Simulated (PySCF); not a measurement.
A side-by-side comparison of computed properties.

First species: cyanomethyl formate, C3H3NO2.
InChI=1S/C3H3NO2/c4-1-2-6-3-5/h3H,2H2

Second species: 2-chlorofuran, C4H3ClO.
SMILES: `Clc1ccco1`

Levels: wB97X-D/def2-SVPD for dipole moment, HOMO energy, LUMO energy, HOMO–LUMO gap, static isotropic polarisability and electronic spatial extent ⟨r²⟩ about the centre of nuclear charge; TDDFT wB97X-D/def2-SVPD for lowest singlet excitation; TDA wB97X-D/def2-SVPD for lowest triplet excitation (Tamm–Dancoff); ΔSCF wB97X-D/def2-SVPD for vertical ionisation energy; PBE0-D3(BJ)/def2-SVP for rotational constant A and rotational constant C. Geometries: PBE0-D3(BJ)/def2-SVP. All species are isolated and taken at one optimised geometry, non-relativistic unless stated; the electronic structure was computed with PySCF and density fitting.

The conformers computed, where there is a choice (atom-mapped SMILES and torsion angles):
- `[N:1]#[C:2][CH2:3][O:4][CH:5]=[O:6]`: C2–C3–O4–C5 105°, C3–O4–C5–O6 1°

Values for the first species:

- Dipole moment: 3.52 D
- HOMO energy: -11.15 eV
- LUMO energy: 1.08 eV
- HOMO–LUMO gap: 12.23 eV
- Lowest singlet excitation: 6.01 eV
- Lowest triplet excitation (Tamm–Dancoff): 5.48 eV
- Static isotropic polarisability: 46.5 au
- Vertical ionisation energy: 11.75 eV
- Electronic spatial extent ⟨r²⟩ about the centre of nuclear charge: 589 bohr²
- Rotational constant A: 9.740 GHz
- Rotational constant C: 1.991 GHz

(1) Estimate the same properties for the second species, and the change in each.

Results:

(1) 
```tsv
property	first	second	second less first
dipole moment	3.52 D	1.75 D	-1.77 D
HOMO energy	-11.15 eV	-8.51 eV	+2.64 eV
LUMO energy	1.08 eV	1.64 eV	+0.56 eV
HOMO–LUMO gap	12.23 eV	10.15 eV	-2.08 eV
lowest singlet excitation	6.01 eV	6.06 eV	+0.05 eV
lowest triplet excitation (Tamm–Dancoff)	5.48 eV	3.99 eV	-1.49 eV
static isotropic polarisability	46.5 au	61.4 au	+14.9 au
vertical ionisation energy	11.75 eV	8.81 eV	-2.94 eV
electronic spatial extent ⟨r²⟩ about the centre of nuclear charge	589 bohr²	639 bohr²	+50 bohr²
rotational constant A	9.740 GHz	9.306 GHz	-0.434 GHz
rotational constant C	1.991 GHz	1.752 GHz	-0.239 GHz
```

On the first: The principal polarisabilities are 40.1, 41.6 and 57.9 au; their mean is the isotropic value. The polarisability is 6.90 Å³ as a volume (1 au = 0.148185 Å³), or 1.06 au for each of the 44 electrons.

On the second: The dipole matches unit charges of opposite sign 0.36 Å apart (1 e·Å = 4.8032 D).
